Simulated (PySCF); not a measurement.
Energy landscape of H₆Si₂, singlet: internal rotation, threefold axis kept, other coordinates relaxed. Scanned: torsion (0 = eclipsed). Other coordinates (Si-Si length, H-Si-Si angle, H-Si-Si angle, Si-H length, Si-H length) were minimised at B3LYP/def2-TZVP.

Level of theory: CCSD(T) on RHF/cc-pVTZ, 10 core orbitals frozen in PySCF.

Scanned values (°): 0, 10, 20, 30, 40, 50, 60.

**Question.** Describe the profile: where are the wells and the tops?

**Answer.** Lower than their neighbours: 60° (0.00 kcal/mol, end of the scan). Higher than their neighbours: 0° (1.01 kcal/mol, end of the scan). The whole profile spans 1.01 kcal/mol.
